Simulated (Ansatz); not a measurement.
# EuCl3: one state, many levels

The task here is to estimate one member of a computed series from the others.

Method: as each input shows; program: Ansatz 0.2.0, Gaussian basis.

Plan: PBE-D4/def2-TZVP, r2SCAN-D4/def2-TZVP, r2SCAN0-D4/def2-TZVP, LDA/def2-TZVP, r2SCANh-D4/def2-TZVP, HF/def2-TZVP, B97M-V/def2-TZVP, PBE-D4/def2-SVP, PBE0-D4/def2-SVP, CCSD(T)/def2-SVP, MP2/def2-TZVP, RPA/def2-TZVP.

## The structure

The septet was relaxed beforehand with PBE-D4/def2-SVP.

4 atoms, charge 0, spin multiplicity 7.

Atoms are counted from 1 here; the program's logs count them from 0.

Bond lengths: Eu1–Cl2 2.575 Å, Eu1–Cl3 2.575 Å, Eu1–Cl4 2.575 Å. Angles: Cl2–Eu1–Cl3 120.1°, Cl2–Eu1–Cl4 119.9°, Cl3–Eu1–Cl4 119.9°.

Eu takes a core potential in the def2 sets. No spin-orbit coupling is included.

PBE0-D4/def2-TZVP was run before; its log isn't repeated, and its numbers join the tables.

The first run:

start.molden holds the orbitals of an earlier run on this state, given as this run's starting guess.

The input, in.yaml:

```yaml
crystal:
  periodic: [false, false, false]
  atoms:
    - {symbol: Eu, position_ang: [0.000883, 0.001068, 0.000008]}
    - {symbol: Cl, position_ang: [2.575781, -0.026085, 0.028697]}
    - {symbol: Cl, position_ang: [-1.268725, 2.241505, -0.006971]}
    - {symbol: Cl, position_ang: [-1.307948, -2.216499, -0.021735]}
basis:
  gaussian: {orbitals: def2-TZVP, initial_orbitals: start.molden}
magnetization: {spin_polarized: true, initial_magnetization: 6}
hamiltonian: {xc: pbe, dispersion: d4}
scf: {omitted_lower_state_checks: [starts]}
output: {orbitals: {seedname: orbitals}}
```

The run is started by

```
$ ansatz run in.yaml --threads 4 --pin off --events-out ev --progress --plain --max-ram 8704MiB
```

Steps of the session up to this table: PBE-D4/def2-TZVP; r2SCAN-D4/def2-TZVP; r2SCAN0-D4/def2-TZVP; LDA/def2-TZVP; r2SCANh-D4/def2-TZVP; HF/def2-TZVP; B97M-V/def2-TZVP; PBE-D4/def2-SVP; PBE0-D4/def2-SVP; CCSD(T)/def2-SVP; MP2/def2-TZVP; RPA/def2-TZVP.

One of the session's tables, all rows but one given; the rest of the session is left out.

It belongs to the step «Levels side by side». 

```
               level  HOMO (eV)  LUMO (eV)  gap (eV)
        HF/def2-TZVP     -12.18      -0.68     11.50
       LDA/def2-TZVP      -7.40      -7.44     -0.04
     PBE-D4/def2-SVP      -7.08      -6.95      0.14
    PBE-D4/def2-TZVP      -7.37      -7.21      0.15
 r2SCAN-D4/def2-TZVP          ?          ?         ?
    B97M-V/def2-TZVP      -8.08      -7.38      0.70
r2SCANh-D4/def2-TZVP      -8.53      -7.21      1.33
    PBE0-D4/def2-SVP      -8.75      -6.69      2.06
   PBE0-D4/def2-TZVP      -9.04      -6.77      2.27
r2SCAN0-D4/def2-TZVP      -9.32      -6.48      2.84
```

Q: Estimate the row for r2SCAN-D4/def2-TZVP from the others.

Worked estimate for «HOMO (eV)». Against the share of exact exchange, r2SCANh-D4/def2-TZVP (0.1, -8.53), r2SCAN0-D4/def2-TZVP (0.25, -9.32) give a slope of -5.27 per unit share; at 0 the line stands at -8.00.

As computed: HOMO (eV): -7.95; LUMO (eV): -7.39; gap (eV): 0.56. In «HOMO (eV)» the line misses by -0.05.

Caveats from the session: LDA leaves an empty level below a filled one, so this occupation isn't an aufbau state there; left out of the range.
